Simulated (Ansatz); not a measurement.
Geometry optimisation, Ansatz 0.2.0, RKS B3LYP/def2-mTZVP.

The input (input.yaml):

```yaml
crystal:
  periodic: [false, false, false]
  atoms:
    - { symbol: Al, position_ang: [0.0, 0.0, 0.0] }
    - { symbol: H, position_ang: [1.0658, 0.0, 1.4006] }
    - { symbol: O, position_ang: [1.9504, 0.0, 0.3409] }
    - { symbol: H, position_ang: [2.2503, -0.9519, 0.186] }
    - { symbol: O, position_ang: [-1.5415, 0.0, -0.89] }
    - { symbol: H, position_ang: [-2.0512, -0.8467, -0.6815] }
basis:
  gaussian: { orbitals: def2-mTZVP }
hamiltonian:
  xc: b3lyp
relax:
  f_tol: 0.15
  max_steps: 25
  restrain:
    - { distance: [1, 2], at: 2.21, k: 30.0 }
    - { distance: [0, 1], at: 1.56, k: 30.0 }
    - { distance: [0, 2], at: 1.78, k: 30.0 }
```

Launched with:

```bash
$ ansatz run input.yaml --threads 1 --pin off --max-ram 2048MiB --backend cpu --events-out ev --progress --plain --runs-dir out
```

Q: Where does it end, and by what steps?

A: It converged. The restraints hold the end off the free minimum. After 8 steps the energy has fallen by 3.170 eV (the restraints' own energy left out); O3 moved furthest, 0.79 Å.

```tsv
step	energy less start (eV)	largest force component (eV/Å)	accepted
0	0.0000	1.635	yes
1	-0.6833	2.032	yes
2	-1.6778	1.910	yes
3	-2.7692	1.391	yes
4	-2.9403	1.507	yes
5	-3.0763	1.612	yes
6	-3.1108	1.756	yes
7	-3.1731	1.542	yes
8	-3.1695	1.628	yes
```

```xyz
6
Properties=species:S:1:pos:R:3
Al 0.158 -0.289 0.132
H 0.641 -0.226 1.595
O 1.816 -0.359 -0.350
H 2.396 -0.338 0.418
O -1.208 -0.298 -0.856
H -2.129 -0.288 -0.583
```

Run time: 15 s on 1 thread of Arm Neoverse V2, with other jobs on the host, peak memory 0.13 GiB.
